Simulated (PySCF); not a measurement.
COS, SMILES C(=S)=O (connectivity only; charge and spin as stated), charge -1, multiplicity 2.

The structure is a stationary point at PBE0-D3(BJ)/def2-TZVPD. The spin state was assumed, not searched.

Two levels are set side by side: PBE/def2-TZVPD (PySCF) and B3LYP/def2-TZVPD (PySCF). Same geometry, gas phase. Differences are taken from unrounded values.

```
quantity                     B3LYP
---------------------------  -----
α-spin orbital gap (eV)       2.86
β-spin orbital gap (eV)       4.45
mean polarisability (bohr³)   67.8
```

**Question.** What does PBE give, and how far is it from B3LYP? (Estimate from the structure and the level; the computed values follow.)

**Answer.** 
```json
[
 {"quantity": "α-spin orbital gap (eV)", "PBE": "1.62", "PBE minus B3LYP": "-1.24"},
 {"quantity": "β-spin orbital gap (eV)", "PBE": "3.14", "PBE minus B3LYP": "-1.31"},
 {"quantity": "mean polarisability (bohr³)", "PBE": "84.1", "PBE minus B3LYP": "16.3"}
]
```

PBE's more diffuse valence density responds more strongly to a field. Differences between two approximate levels are no errors against the true value.

Rough cost on one machine, each run with all the roots and properties that it gave: B3LYP against PBE within a factor of 2.
